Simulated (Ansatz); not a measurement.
**[H···H···SiH2], singlet: transfer scan**

Starting geometry:

```yaml
atoms:
  - { symbol: H, position_ang: [-2.4199, 0.0549, 0.0000] }
  - { symbol: H, position_ang: [-1.6749, 0.0549, 0.0000] }
  - { symbol: Si, position_ang: [0.0961, 0.0549, 0.0000] }
  - { symbol: H, position_ang: [0.7083, -0.8194, 1.0900] }
  - { symbol: H, position_ang: [0.7083, -0.8194, -1.0900] }
```

From there H2 is moved from one fragment to the other while all else, the fragments' distance too, stays fixed; atoms are numbered as listed. Energies are in kcal/mol, counted from the starting geometry at the same level.

Basis 6-31G; Ansatz 0.2.0. Correlated methods freeze the noble-gas cores. R marks a restricted (for open shells ROHF) determinant, U an unrestricted one.

Unrestricted rows (U) aren't spin-pure: their determinants' ⟨S²⟩ exceeds S(S+1) by up to 0.87, so they mix in states of higher spin, at the starting point too.

Full CI is exact within this basis and frozen core; it isn't the basis-set limit. The frozen core follows each run's orbitals, which can shift R against U totals by a few meV.

```
distance H1-H2 (Å)   UHF
             0.693  -0.4
             0.745   0.0
             0.792   2.0
             0.840   4.9
             0.887   8.0
             0.934  10.9
             0.981  13.5
             1.029  15.9
             1.076  18.2
```

**Question.** Estimate the full CI curve in 6-31G from this one, knowing how UHF errs.

**Answer.** The computed full CI values, in kcal/mol from the starting point, and the error of UHF against them:
```tsv
distance H1-H2 (Å)	full CI	UHF less full CI
0.693	0.4	-0.8
0.745	0.0	0.0
0.792	1.4	0.6
0.840	4.0	0.9
0.887	7.2	0.8
0.934	10.9	0.1
0.981	14.7	-1.1
1.029	18.7	-2.8
1.076	22.7	-4.5
```

The error spans 5.4 kcal/mol and is largest, -4.5 kcal/mol, at 1.076 Å.
